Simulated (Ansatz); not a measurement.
LO phonon frequency at X of rock-salt LiF at several levels of theory

No measured value is used here.

```
level (code)                   value (cm⁻¹)  cell (Å³/atom)
-----------------------------  ------------  --------------
LDA (Ansatz)                            482            7.47
PBE (Ansatz)                            ___            8.42
r²SCAN (Ansatz)                         ___            7.94
B3LYP (VWN-RPA form) (Ansatz)           463            8.14
HSE06 (Ansatz)                          465            8.06
LC-ωPBE (Ansatz)                        465            8.15
PBE0 (Ansatz)                           466            8.05
r²SCANh (Ansatz)                        ___            7.86
Hartree–Fock (Ansatz)                   494            7.96
```

**Question.** Complete the blanks.

**Answer.** 
- PBE (Ansatz, an electronic-structure program), value (cm⁻¹): 444
- r²SCAN (Ansatz), value (cm⁻¹): 474
- r²SCANh (Ansatz), value (cm⁻¹): 479

Each level is taken at its own relaxed cell. Cutoffs differ between the levels. Ansatz's density-functional and Hartree–Fock values are scalar-relativistic unless marked +SOC, with PAW data made under PBE.
